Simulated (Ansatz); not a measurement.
CH3FSi, SMILES C[Si]F, a composite energy at a relaxed geometry

Run with Ansatz's Python interface.

`ch3fsi.py`:
```python
"""Relax CH3FSi cheaply, then refine its energy."""

from dataclasses import dataclass
import warnings

import ansatz as az
import numpy as np


@dataclass(frozen=True)
class RunConfig:
    basis_set: str = "def2-SVP"
    xc: str = "r2SCAN"


settings = RunConfig()

warnings.simplefilter("ignore", az.DeckWarning)

geometry_ang = [
    ("C", (-0.3082, 0.3455, -0.1817)),
    ("Si", (0.4526, -0.5827, 1.146)),
    ("F", (1.4153, -1.6423, 0.4567)),
    ("H", (-0.9724, 1.1442, 0.2143)),
    ("H", (0.384, 0.9157, -0.8183)),
    ("H", (-0.9292, -0.2444, -0.8632)),
]
geometry = az.Crystal.molecule()
for symbol, xyz in geometry_ang:
    geometry = geometry.atom(symbol, xyz)

setup = geometry.calculation().basis(gaussian=settings.basis_set).functional(settings.xc)
symbols = [site.symbol for site in geometry.cartesian_sites]
start = np.array([site.position_ang for site in geometry.cartesian_sites], dtype=float)
rep = setup.relax(force_tolerance=0.01, max_steps=100).run(threads=1, pin="off").report
end = np.array(rep["positions_ang"])
print("final positions (A) and the move of each atom")
for symbol, xyz, old in zip(symbols, end, start):
    print(f"{symbol:2s} {xyz[0]:10.5f} {xyz[1]:10.5f} {xyz[2]:10.5f}   {np.linalg.norm(xyz - old):7.4f}")

minimum = az.Crystal.molecule()
for symbol, place in zip(symbols, end):
    minimum = minimum.atom(symbol, place.tolist())
at_minimum = minimum.calculation()
# MP2 extrapolated to the basis limit, plus the small-basis difference CCSD(T) - MP2
level = lambda method, basis: at_minimum.basis(gaussian=basis).correlation(method).run(threads=1, pin="off").report
small, large, cluster = level("mp2", "cc-pVDZ"), level("mp2", "cc-pVTZ"), level("ccsd_t", "cc-pVDZ")
corr = lambda each: (each["free_energy_ev"] - each["reference_energy_ev"]) / 27.211386246
mp2_limit = (27 * corr(large) - 8 * corr(small)) / 19
pieces = {"HF / cc-pVTZ": large["reference_energy_ev"] / 27.211386246, "MP2 correlation, DZ-TZ limit": mp2_limit, "CCSD(T) - MP2 / cc-pVDZ": corr(cluster) - corr(small)}
for name, value in pieces.items():
    print(f"{name:32s} {value:14.6f} Ha")
print(f"{'sum':32s} {sum(pieces.values()):14.6f} Ha")
print("T1 diagnostic", round(cluster["correlation"]["coupled_cluster"]["t1_diagnostic"], 4))
```

`python ch3fsi.py` gives:
```text
final positions (A) and the move of each atom
C    -0.33533    0.39033   -0.16888    0.0539
Si    0.46619   -0.57962    1.24894    0.1039
F     1.37095   -1.60379    0.32943    0.1402
H    -1.02824    1.17588    0.17114    0.0774
H     0.45113    0.85637   -0.79212    0.0933
H    -0.88259   -0.30318   -0.83471    0.0802
HF / cc-pVTZ                        -428.070751 Ha
MP2 correlation, DZ-TZ limit          -0.581182 Ha
CCSD(T) - MP2 / cc-pVDZ               -0.042955 Ha
sum                                 -428.694888 Ha
T1 diagnostic 0.0143
```

Total energies depend on the basis set; only differences at equal settings carry meaning. The sum leaves out core correlation, relativity, the Hartree-Fock basis error and zero-point energy; a DZ-TZ extrapolation is rough. Inner cores stay frozen, so this is valence correlation. For Al to Cl the sets with a tight d function, cc-pV(X+d)Z, are usual. An extrapolation from small basis sets is rough. It ran for 22 s on 1 thread of Intel(R) Xeon(R) Platinum 8375C CPU @ 2.90GHz (Ice Lake) (shared host), peak memory 0.28 GiB.

(A comment or docstring line of the script was reworded after the run, the code is as it ran; lines on the test bed's own set-up are left out of the output.)
